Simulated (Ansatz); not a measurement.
A run of Ansatz (development build ahead of 0.2.0) on doublet C2H2O(+) at this shape:

```xyz
5

C     0.0000    0.0000   -1.2559
C     0.0000    0.0000    0.1019
H     0.0000    0.9670   -1.8058
H     0.0000   -0.9670   -1.8058
O     0.0000    0.0000    1.3170
```

Its results:

```yaml
Converged: yes
Reference_energy: -151.44210 hartree
CCSD_correlation_energy: -0.52774 hartree
Triples_correction: -0.02736 hartree
Total_energy: -151.99720 hartree
Spin_squared_of_the_determinant: 0.750
```

Task: Which input gives this output? Name the method, the orbitals and the basis set, and write the input.

Result: ROHF-CCSD(T) in cc-pVTZ.

```yaml
crystal:
  periodic: [false, false, false]
  atoms:
    - { symbol: C, position_ang: [0.0, 0.0, -1.25592] }
    - { symbol: C, position_ang: [0.0, 0.0, 0.10189] }
    - { symbol: H, position_ang: [0.0, 0.96701, -1.80582] }
    - { symbol: H, position_ang: [0.0, -0.96701, -1.80582] }
    - { symbol: O, position_ang: [0.0, 0.0, 1.31698] }
basis:
  gaussian: { orbitals: cc-pVTZ }
total_charge: 1
magnetization:
  initial_magnetization: 1
hamiltonian:
  xc: hf
correlation:
  method: ccsd_t
  frozen_orbitals: { C: 1, H: 0, O: 1 }
```
